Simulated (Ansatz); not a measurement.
# AlBH5 (doublet): wave-function methods side by side at distance Al1–H4 along a hydrogen transfer = 1.475 Å, cc-pVDZ

How much of the correlation energy of AlBH5 (doublet) does each wave-function method recover here?

Program: Ansatz 0.2.0, Gaussian basis. Level of theory: cc-pVDZ, core rule «outside noble gas», up to 6 orbitals frozen. These are calculated values, not measurements.

The runs, in order: UHF; CCSD(T) on ROHF; CCSD(T) on UHF; BCCD(T) on ROHF; CISD; CCSDT(Q) on ROHF; CCSDT(Q) on UHF; CASSCF and MRCISD+Q, 3 electrons in 3 orbitals; CASSCF and NEVPT2, 3 electrons in 3 orbitals; CASSCF and NEVPT2, 9 electrons in 9 orbitals.

3 further runs of the same task are left out: 3 that didn't finish.

## Step 1: The system

The geometry derives from fragments relaxed apart (PBE0/def2-TZVP) and kept rigid, so it is no stationary point. A hydrogen atom is moved between rigid fragments.

7 atoms, charge 0, spin multiplicity 2.

Atoms are counted from 1 here; the program's logs count them from 0.

Bond lengths: Al1–H2 1.586 Å, Al1–H3 1.586 Å, Al1–H4 1.475 Å, B5–H6 1.191 Å, B5–H7 1.191 Å. Angles: H2–Al1–H3 120.0°, H2–Al1–H4 120.0°, H3–Al1–H4 120.0°, H6–B5–H7 129.4°.

Geometry (Å):

```xyz
7
AlBH5
Al   -0.9536    0.0000    0.0000
H    -1.7465    1.3734    0.0000
H    -1.7465   -1.3734    0.0000
H     0.5214    0.0000    0.0000
B     2.1594    0.0000    0.0000
H     2.6685    0.0000    1.0770
H     2.6685    0.0000   -1.0770
```

## Step 2: UHF

Contents of in.yaml:

```yaml
crystal:
  periodic: [false, false, false]
  atoms:
    - {symbol: Al, position_ang: [-0.953594, 0.000000, 0.000000]}
    - {symbol: H, position_ang: [-1.746518, 1.373384, 0.000000]}
    - {symbol: H, position_ang: [-1.746518, -1.373384, 0.000000]}
    - {symbol: H, position_ang: [0.521406, 0.000000, 0.000000]}
    - {symbol: B, position_ang: [2.159406, 0.000000, 0.000000]}
    - {symbol: H, position_ang: [2.668479, 0.000000, 1.077008]}
    - {symbol: H, position_ang: [2.668479, 0.000000, -1.077008]}
basis:
  gaussian: {orbitals: cc-pVDZ}
magnetization: {spin_polarized: true, initial_magnetization: 1}
hamiltonian: {xc: hf}
output: {orbitals: {seedname: orbitals}}
```

Started as:

```console
> ansatz run in.yaml --threads 1 --pin off --events-out ev --progress --plain --max-ram 2393MiB
```

Further steps of the session: CCSD(T) on ROHF; CCSD(T) on UHF; BCCD(T) on ROHF; CISD; CCSDT(Q) on ROHF; CCSDT(Q) on UHF; CASSCF and MRCISD+Q, 3 electrons in 3 orbitals; CASSCF and NEVPT2, 3 electrons in 3 orbitals; CASSCF and NEVPT2, 9 electrons in 9 orbitals.

**Question.** What will the summary of the whole plan be? Wanted: UCCSDT(Q) below the RHF energy; RMP2 from UCCSDT(Q); UMP2 from UCCSDT(Q); RCCSD from UCCSDT(Q); RCCSD(T) from UCCSDT(Q); UCCSD(T) from UCCSDT(Q); RCCSDT(Q) from UCCSDT(Q); NEVPT2 frontier from UCCSDT(Q); T1 diagnostic.

**Answer**, as computed:

| quantity | value |
| --- | --- |
| UCCSDT(Q) below the RHF energy | -5.7071 eV |
| RMP2 from UCCSDT(Q) | +127.5 kJ/mol |
| UMP2 from UCCSDT(Q) | +127.7 kJ/mol |
| RCCSD from UCCSDT(Q) | +12.4 kJ/mol |
| RCCSD(T) from UCCSDT(Q) | +2.8 kJ/mol |
| UCCSD(T) from UCCSDT(Q) | +2.8 kJ/mol |
| RCCSDT(Q) from UCCSDT(Q) | 0.0 kJ/mol |
| NEVPT2 frontier from UCCSDT(Q) | +124.7 kJ/mol |
| levels within 1 kcal/mol (43 meV) | RCCSD(T), UCCSD(T), BCCD(T), RCCSDT, UCCSDT, RCCSDT(Q) |
| T1 diagnostic | 0.016 |

RCCSD(T) lands +2.8 kJ/mol from the yardstick (0.5 % of the correlation energy). These misses are within one basis, not against nature; the frozen cores of restricted and unrestricted runs differ, which can shift their rows.
